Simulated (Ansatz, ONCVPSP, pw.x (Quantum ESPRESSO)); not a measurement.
**What a changed setting does to a pw.x run (fcc Re)**

Potential: optimised norm-conserving Vanderbilt (ONCV), ONCVPSP 4.0.1.1 (patched build), PBEsol; core [Kr] 4d10 4f14, reference 5s2 5p6 5d5 6s2; waves: 5s+6s: rc 1.94 bohr, ncon 4, nbas 8, qcut 7.9 1/bohr, 2 projectors; 5p: rc 1.68 bohr, ncon 4, nbas 8, qcut 10.4 1/bohr, 1 projector; 5d: rc 2.32 bohr, ncon 4, nbas 8, qcut 7 1/bohr, 2 projectors, debl 1 Ha; local part: polynomial inside 1.30 bohr (lpopt 5, dvloc0 2 Ha); core correction: Teter function, fcfact 2.75, rcfact 1.4.

The reference run (k-mesh 15³, cutoffs 85/340 Ry, Fermi–Dirac 0.01 Ry, mixing_beta 0.4, conv_thr 1e-9, no spin) gives -4.98 GPa at 14.609 Å³/atom, where all-electron LAPW gives 0.26 GPa. This run, with its own iteration cap, changes mixing_mode to local-TF.

```
&control
  calculation='scf', prefix='x', pseudo_dir='./', outdir='./tmp', tstress=.true., disk_io='none'
/
&system
  ibrav=0, nat=1, ntyp=1, ecutwfc=85, ecutrho=340, nbnd=15,
  occupations='smearing', smearing='fd', degauss=0.01
/
&electrons
  conv_thr=1e-09, mixing_beta=0.4, electron_maxstep=50, mixing_mode='local-TF'
/
ATOMIC_SPECIES
Re 1.0 Re.UPF
CELL_PARAMETERS angstrom
  0.00000000 1.94027594 1.94027594
  1.94027594 0.00000000 1.94027594
  1.94027594 1.94027594 0.00000000
ATOMIC_POSITIONS crystal
Re 0.0000 0.0000 0.0000
K_POINTS automatic
15 15 15 0 0 0
```

```bash
pw.x < Re.scf.in > Re.scf.out
```

Question: How does the run end?

Answer: It converges in 8 iterations; the free energy moves by +0.0 meV/atom and the pressure by -0.01 GPa. The result is that of the reference run.

```
Message from routine setup:
     using ibrav=0 with symmetry is DISCOURAGED, use correct ibrav instead
     lattice parameter (alat)  =       5.1853  a.u.
     unit-cell volume          =      98.5864 (a.u.)^3
     number of electrons       =        15.00
     number of Kohn-Sham states=           15
     kinetic-energy cutoff     =      85.0000  Ry
     charge density cutoff     =     340.0000  Ry
     scf convergence threshold =      1.0E-09
     Exchange-correlation= PBESOL
     number of k points=   120  Fermi-Dirac smearing, width (Ry)=  0.0100
     iteration #  1     ecut=    85.00 Ry     beta= 0.40
     total energy              =    -167.58298610 Ry
     estimated scf accuracy    <       0.03838458 Ry
     iteration #  2     ecut=    85.00 Ry     beta= 0.40
     total energy              =    -167.57413226 Ry
     estimated scf accuracy    <       0.01698900 Ry
     iteration #  3     ecut=    85.00 Ry     beta= 0.40
     total energy              =    -167.57708755 Ry
     estimated scf accuracy    <       0.00001784 Ry
     [... 2 iterations left out ...]
     iteration #  6     ecut=    85.00 Ry     beta= 0.40
     total energy              =    -167.57710162 Ry
     estimated scf accuracy    <       0.00000001 Ry
     iteration #  7     ecut=    85.00 Ry     beta= 0.40
     total energy              =    -167.57710162 Ry
     estimated scf accuracy    <          5.9E-09 Ry
     iteration #  8     ecut=    85.00 Ry     beta= 0.40
     the Fermi energy is    24.3690 ev
!    total energy              =    -167.57710162 Ry
     estimated scf accuracy    <          6.3E-10 Ry
     smearing contrib. (-TS)   =      -0.00378464 Ry
     The total energy is F=E-TS. E is the sum of the following terms:
     one-electron contribution =     -18.46055074 Ry
     hartree contribution      =      18.88499023 Ry
     xc contribution           =     -27.32291563 Ry
     ewald contribution        =    -140.67484083 Ry
     convergence has been achieved in   8 iterations
          total   stress  (Ry/bohr**3)                   (kbar)     P=      -49.84
     Message from routine punch:
     Nothing written, as per user request (disk_io='none')
```

The run took about 36 s on one core of a shared host (Neoverse-N1, 64 threads, 124 GiB, load 58).
